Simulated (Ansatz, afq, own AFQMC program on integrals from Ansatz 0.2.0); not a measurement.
AFQMC on a folder of integrals that Ansatz 0.2.0 wrote.

```yaml
crystal:
  periodic: [false, false, false]
  atoms:
    - {symbol: C, position_ang: [-0.015535, 0.000000, 0.784921]}
    - {symbol: C, position_ang: [-0.033580, 0.000000, -1.099604]}
    - {symbol: H, position_ang: [1.464359, -0.000005, 0.806709]}
    - {symbol: H, position_ang: [-0.439547, 1.205063, 1.471540]}
    - {symbol: H, position_ang: [-0.439555, -1.205060, 1.471540]}
basis:
  gaussian: {orbitals: cc-pVDZ}
magnetization: {spin_polarized: true, initial_magnetization: 1}
correlation: {method: ccsd_t, electrons: outside_noble_gas, hamiltonian_folder: ham}
```

```sh
$ ansatz run in.yaml --threads 1 --pin off --events-out ev --progress --plain --max-ram 1382MiB
```

afq runs on the folder ham with

```
--method phaseless --trial cisd --walkers 60 --populations 1 --least-time 40 --time-step 0.005 --steps-per-block 50 --equilibration-blocks 40 --max-blocks 300 --target-error 0.0008 --factor-cut 1e-05 --start spin_pure --seed 2960 --release-times 0.24,0.51,0.99,1.62,2.4 --release-step 0.03 --release-every 4 --taylor-order 6
```

Times are imaginary, in 1/Eh. The walk had a cap of 1706 s.

afq prints:

```
orbitals 41  electrons 6 5  factors 304 of 400
reference energy -77.13314905 Eh
CCSD correlation -0.28963270 Eh in 18 cycles, weight of the determinant in the CISD state 0.7974
energy of the start -77.407334 Eh
 block  time / (1/Eh)  mean weight  energy / Eh
     1     0.250  1.0005  -77.409785
     2     0.500  1.0010  -77.415986
     3     0.750  1.0001  -77.421087
     4     1.000  0.9994  -77.423109
     5     1.250  1.0013  -77.424231
     7     1.750  0.9974  -77.428163
     9     2.250  1.0020  -77.449963
    17     4.250  0.9984  -77.439131
    33     8.250  1.0001  -77.434017
    49    12.250  1.0024  -77.438831
    65    16.250  0.9986  -77.431059
    81    20.250  0.9971  -77.421752
    97    24.250  1.0002  -77.441645
   113    28.250  0.9988  -77.423874
   129    32.250  1.0002  -77.428648
   145    36.250  0.9950  -77.432666
   161    40.250  1.0032  -77.450723
   177    44.250  0.9972  -77.440622
   193    48.250  1.0014  -77.437049
   209    52.250  0.9996  -77.444977
   225    56.250  0.9983  -77.438202
   241    60.250  1.0012  -77.448224
   257    64.250  1.0032  -77.436146
   273    68.250  1.0004  -77.429572
   289    72.250  0.9997  -77.459866
   297    74.250  1.0003  -77.462471
   305    76.250  0.9990  -77.446469
   321    80.250  1.0000  -77.432558
   337    84.250  0.9990  -77.431655
blocks merged  error / Eh  count
     1  0.000543  300
     2  0.000677  150
     4  0.000837  75
     8  0.000995  37
    16  0.001053  18
    32  0.001328  9
released: time / (1/Eh)  energy / Eh  error  mean overlap
  0.24  -77.437084  0.001103  0.9967
  0.51  -77.436762  0.000969  0.9926
  0.99  -77.436964  0.000931  0.9876
  1.62  -77.437802  0.001153  0.9704
  2.40  -77.437147  0.001208  0.9633
energy -77.436409 +/- 0.001053 Eh
(rows thinned)
```

The run passed its tests (sampling time, drift between the halves within three errors, error under three times the target), which doesn't prove that it has relaxed.

Against this walk (error 28.6 meV) on the same determinant: CCSD(T) 47.9 meV higher (within the noise). The error is statistical and leaves out the bias of the constraint. The determinant has ⟨S²⟩ = 0.93, so the low cluster orders mix in higher spin (the high orders can go on to a lower state of that spin), while the walk starts as a pure doublet. None of these is a sure reference here. Released to 2.40 1/Eh the energy moves by -20 ± 44 meV (both errors), within twice the noise.

Cautions: constraint bias not in the error; error above the target (28.6 against 21.8 meV); higher spins were not checked; strong correlation (T1 0.051, weight of the determinant 0.80, largest double 0.07); unrestricted determinant spin contaminated (⟨S²⟩ 0.93 against 0.75); the bias of populations of 60 walkers isn't removed.

The walk took 8.5 min on 1 thread of Intel(R) Xeon(R) 6975P-C (Granite Rapids), on a shared host. The log's last line is the phaseless energy.

A walk keeps the symmetry of its determinant, which the program's search chose and which needn't be the lowest solution, so a lower state of the same spin and another symmetry isn't excluded.
